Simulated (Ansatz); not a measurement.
For hcp Ru, revPBE in Ansatz (plane waves, PAW) gives:

| Item | Value |
|---|---|
| lattice parameter a | 2.731 Å |
| c axis length | 4.306 Å |

Q: What does r²SCAN0 in Ansatz (plane waves, PAW) give for the same quantities?

A: 
- lattice constant a: 2.671 Å (falls by 2.2 %)
- lattice parameter c: 4.223 Å (drops by 1.9 %)

For comparison: lattice constant a 2.706 Å (measured, 293 K, no zero-point or thermal correction, our sources range from 2.700 to 2.706; as tabulated in Wikipedia's data pages); lattice parameter c 4.282 Å (measured, 293 K, not corrected to a static lattice; as tabulated in Wikipedia's data pages).

Changes are worked out from the printed values.

Unless a cell is named, each level is at its own relaxed cell (revPBE 13.91, r²SCAN0 13.04 Å³/atom).

Ansatz's density-functional and Hartree–Fock values are scalar-relativistic unless marked +SOC, with PAW data made under PBE.

Ansatz is an electronic-structure program.
